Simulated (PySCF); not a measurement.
This PySCF input asks for the NMR shieldings of `[Si+]Cl`, [ClSi]+; the geometry comes from PBE0-D3(BJ)/def2-TZVP.

```python
import basis_set_exchange as bse
import numpy as np
from pyscf import gto, dft
from pyscf.prop import nmr

atoms = """
Si    0.996279   -0.039145    0.004485
Cl   -0.957928    0.010500   -0.016659
"""
names = dict.fromkeys(["Si", "Cl"], "pcSseg-2")
basis = {el: gto.basis.parse(bse.get_basis(n, elements=[el], fmt="nwchem")) for el, n in names.items()}
mol = gto.M(atom=atoms, basis=basis, charge=1, verbose=0)
mf = dft.RKS(mol, xc="HYB_GGA_XC_B97_2")
mf.grids.level = 2
mf.grids.alignment = dft.numint.BLKSIZE   # the property module wants whole blocks of grid points
mf.conv_tol = 1e-9
mf.kernel()

calc = nmr.RKS(mf)   # GIAO
C = mf.mo_coeff
Co = C[:, mf.mo_occ > 0]
resp = mf.gen_response(singlet=True, hermi=2)
def vind(x):   # induced exchange potential for any number of trial vectors
    d = np.einsum("pi,xij,qj->xpq", C, 2 * x.reshape(-1, C.shape[1], Co.shape[1]), Co, optimize=True)
    return np.einsum("xpq,pi,qj->xij", resp(d - d.transpose(0, 2, 1)), C, Co, optimize=True).ravel()
mo1, _ = nmr.rhf.solve_mo1(calc, with_cphf=vind)
sigma = calc.kernel(mo1)
for i, s in enumerate(sigma):   # ppm
    w = np.linalg.eigvalsh((s + s.T) / 2)
    print("%2d %-2s iso %8.1f  s11 %8.1f  s22 %8.1f  s33 %8.1f" % (i, mol.atom_pure_symbol(i), w.mean(), *w))
```

Problem. What are the results?

Solution. 
```
 0 Si iso    170.7  s11   -181.6  s22   -181.6  s33    875.3
 1 Cl iso    207.0  s11   -264.5  s22   -264.5  s33   1150.0
```

These numbers come from an equivalent density-fitted implementation of the same equations, which agrees with the script to about 0.01 ppm for H and up to a few tenths of a ppm for heavy atoms, so last digits may differ.

Problem. Turn these shieldings into chemical shifts. Scale: TMS for ²⁹Si (348.46 ppm); HCl for ³⁵Cl (941.52 ppm) (reference shieldings calculated alike).

Solution. Averaging equivalent atoms: Si 0: 177.8; Cl 1: 735 ppm. 

Size and cost of the density-fitted run: 86 basis functions, 1.9 s wall time on 1 thread of an Arm Neoverse N1, shared host; peak memory 0.33 GiB.
